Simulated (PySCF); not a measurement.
Geometries of 2 isomers of C2F3N, from PBE0-D3(BJ)/def2-SVP geometry optimisation, gas phase in PySCF 2.14.0. One conformer each, no zero-point energy, no frequencies.

Question: Which is lower in electronic energy at this level?
A.
```xyz
6
angstrom
C      1.997   -0.587   -0.506
N      0.901   -0.262   -0.229
C     -0.409    0.120    0.103
F     -1.278   -0.671   -0.500
F     -0.585    0.034    1.409
F     -0.626    1.366   -0.278
```
B.
```xyz
6
angstrom
N      2.187    0.084   -0.002
C      1.034    0.032   -0.008
C     -0.450   -0.038   -0.013
F     -0.854   -1.021   -0.800
F     -0.898   -0.256    1.212
F     -0.955    1.103   -0.458
```

Answer: B. That is `N#CC(F)(F)F`, 12.2 kcal/mol below the other.

```
           SMILES                atoms numbered as above      E (Eh)  relative (kcal/mol)  relative (kJ/mol)  dipole (D)
      N#CC(F)(F)F    [N:1]#[C:2][C:3]([F:4])([F:5])[F:6]  -429.70128                  0.0                0.0        1.33
[C-]#[N+]C(F)(F)F  [C-:1]#[N+:2][C:3]([F:4])([F:5])[F:6]  -429.68189                 12.2               50.9        1.11
```
